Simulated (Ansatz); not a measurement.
## bcc K

Method: PBEsol in Ansatz (plane waves, PAW).

Run with plane-wave cutoff 520 eV, 18×18×18 k mesh, Fermi–Dirac smearing 0.1 eV, perturbation theory, force constants from a 6×6×6 q mesh, scalar-relativistic PAW data made under PBE.

Cell: relaxed at this level.

For bcc K, the zero-point energy is 0.010 eV/atom.

Cost on a shared machine: roughly 40 core-minutes.

Ansatz is an electronic-structure program.
